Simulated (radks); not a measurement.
**Cl³⁺ in [Ne] 3s2 3p2: an all-electron calculation**

An exercise on one series of results from a longer session: the logs are not shown, and one member is left open.

The numbers are computed with radks (a radial shooting solver on a logarithmic mesh, Libxc functionals) version 1 (Dirac Kohn-Sham, BLYP, spin-unpolarised, spherical densities, finite nucleus; open shells fill j = l - 1/2 first), except any that are marked as measured or tabulated.

## The atom as given

| Property | Result |
| --- | --- |
| element | chlorine (Z = 17) |
| charge | +3 |
| electrons | 14 |
| configuration | [Ne] 3s2 3p2 |
| nuclear rms radius | 3.3654 fm |

Set-up of the first run:

Settings of this run:

```text
Z 17
configuration [Ne] 3s2 3p2
relativity Dirac
functional b88,lyp
spin unpolarised
j_filling energy
nucleus finite rms 3.3654 fm
c 137.035999084
```

Steps of the session up to this table: Self-consistent calculation.

One table of the session follows, with a row left open; its other results are not shown here.

It belongs to the step «Radial structure». From the orbitals of this run (lengths in bohr):

```
level      <r>  outermost maximum (interpolated)  90 % within  nodes
1s1/2  0.09096                            0.0595        0.162      0
2s1/2   0.4435                             0.361        0.694      1
2p1/2        ?                                 ?            ?      ?
2p3/2   0.4064                             0.301        0.675      0
3s1/2    1.395                              1.22         2.07      2
3p1/2    1.516                              1.30         2.30      1
3p3/2    1.521                              1.31         2.31      1
```

**Question.** Estimate the row for 2p1/2.

As computed: <r>: 0.4041; outermost maximum (interpolated): 0.300; 90 % within: 0.671; nodes: 0. In the column «<r>» it lies between 1s1/2 (0.09096) and 2p3/2 (0.4064).

Caveats from the session: Spin polarisation and multiplet splitting are left out.
